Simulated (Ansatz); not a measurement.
For zinc-blende CuCl, PBE-D3(BJ) in Ansatz (plane waves, PAW) gives:

| Property | Result |
|---|---|
| lattice parameter a | 5.336 Å |
| enthalpy of formation | -0.388 eV/atom |

### Question
What does HSE06 (plane waves, PAW; Ansatz, a first-principles code) give for the same quantities?

### Answer

- lattice constant a: 5.448 Å (rises by 2.1 %)
- formation enthalpy: -0.656 eV/atom (moves by -0.268 eV/atom)

For comparison: lattice constant a 5.409 Å (measured, low temperature, extrapolated to low temperature; as tabulated in arXiv:1206.3780); formation enthalpy -0.711 eV/atom (measured, 298 K, copied from a table, unchecked, no zero-point or thermal correction; as tabulated in the CRC Handbook).

Changes are worked out from the printed values.

Unless a cell is named, each level is at its own relaxed cell (PBE-D3(BJ) 18.99, HSE06 20.22 Å³/atom).

Caveats: hybrids on metals are sensitive to the k mesh and can open a false gap (HSE06). Ansatz's density-functional and Hartree–Fock values are scalar-relativistic unless marked +SOC, with PAW data made under PBE.
